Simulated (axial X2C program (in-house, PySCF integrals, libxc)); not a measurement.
## Potential curves of AlB⁻, non-relativistic

Computed with an in-house relativistic program for diatomic molecules. The Hamiltonian is the X2C one with the speed of light multiplied by 100, which is the non-relativistic limit. Basis: Al dyall-av3z [9s8p3d2f], B dyall-av3z [8s7p3d2f] (cores contracted in-house); Gaussian nuclei, density fitting, unrestricted open shells. Masses: Al 26.982 u, B 11.009 u.

State: M_S = 3/2, Λ = 0 (beyond evenly filled blocks: σα, π+α, π-α). Energies in eV from the fragments at the same level (Al- + B). Fits are polynomials in 1 − R0/R over 0.85 to 1.23 times the lowest point R0.

```tsv
R (Å)	PBE0	TPSS
1.8087	-2.7522	-2.7015
1.8919	-3.0632	-3.0235
1.9543	-3.1975	-3.1663
2.0166	-3.2666	-3.2438
2.0790	-3.2850	-3.2706
2.1518	-3.2575	-3.2526
2.2245	-3.1909	-3.1956
2.3181	-3.0658	-3.0828
2.4324	-2.8761	-2.9085
2.5988	-2.5678	-2.6241
```

Occupations by symmetry block were frozen at the best pattern of an incomplete PBE0 search. Dissociation energies refer to the lowest single-determinant-based atoms at the same level and basis. PBE0 can misorder states that lie within some tenths of an eV, so this need not be the ground state of the molecule. The nearest other spin-free determinant of the search, M_S = 1/2, Λ = 0, lies 0.25 eV up at the distance of the search. The highest occupied level of some functionals is positive through self-interaction error; at Hartree–Fock it is bound.

(1) What are Re, ωe and De at the PBE0 level?

(2) Fit the TPSS curve near its minimum: give the equilibrium distance, the harmonic wavenumber and the well depth.

Answers

(1) At PBE0, non-rel.: Re = 2.074 Å, ωe ≈ 597 cm⁻¹, De = 3.29 eV to Al- + B; Be follows as 0.501 cm⁻¹.

(2) At TPSS, non-rel.: Re = 2.088 Å, ωe ≈ 581 cm⁻¹, De = 3.27 eV to Al- + B; Be follows as 0.495 cm⁻¹.
